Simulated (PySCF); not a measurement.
## C4H6OS: core ionisation energies

Compound: tetrahydrothiophen-3-one, C4H6OS.
Atom-mapped SMILES: `[O:1]=[C:2]1[CH2:3][CH2:4][S:5][CH2:6]1`

Cartesian coordinates in Å at the GFN2-xTB level; atoms count from 1:
```xyz
12
C4H6OS angstrom
O      1.1845   -1.7151    0.9949
C      0.6686   -0.8051    0.4084
C     -0.7816   -0.7538   -0.0220
C     -1.1684    0.6943   -0.2444
S      0.3026    1.4825   -0.9893
C      1.4151    0.4485   -0.0009
H     -0.8461   -1.3142   -0.9598
H     -1.4152   -1.2507    0.7128
H     -1.3918    1.2019    0.6951
H     -2.0005    0.8195   -0.9322
H      1.7316    0.9907    0.8938
H      2.3023    0.2008   -0.5825
```

Computed, not measured: delta-SCF UKS SCAN, pcX-2 on the ionised atom, pcseg-1 elsewhere, spin-free X2C (PySCF). Binding energies are ΔSCF values: E(core-ionised, relaxed orbitals) − E(ground state) at a fixed geometry, referred to the vacuum level.

**Question.** What binding energy does each computed site have?

**Answer.** 
```tsv
atom(s)	bonded to	level	binding energy (eV)	above the level's lowest (eV)	count
S5	2 C	S 1s	2477.10	0.00	1
O1	C (double bond)	O 1s	538.03	0.00	1
C4	S, C and 2 H	C 1s	291.59	+0.27	1
C6	S, C and 2 H	C 1s	291.51	+0.19	1
C3	2 C and 2 H	C 1s	291.32	0.00	1
```

The listed C 1s values span 0.27 eV, from C3 (bonded to 2 C and 2 H) to C4 (bonded to S, C and 2 H). Summing the Pauling electronegativity differences to the bonded atoms, each weighted by its formal bond order, gives -0.70 for the lowest site and -0.67 for the highest; no listed site has a larger sum than the highest.

**Question.** Give the binding energy of C 1s of C4 in hartree and in kJ/mol.

**Answer.** 291.59 eV = 10.7157 Eh = 28134 kJ/mol.

**Question.** Which photon wavelength matches the C 1s of C4 threshold?

**Answer.** λ = hc/E = 12398.42 eV Å / 291.59 eV = 42.520 Å.

The list is incomplete; no value stands for C 1s of C2 (hole states with ⟨S²⟩ of 1 or more are left out). The structure is a single GFN2-xTB conformer in the gas phase; no vibrational or solvent corrections.

The run took 53 s on an x86-64 server with one thread, no GPU, shared host.
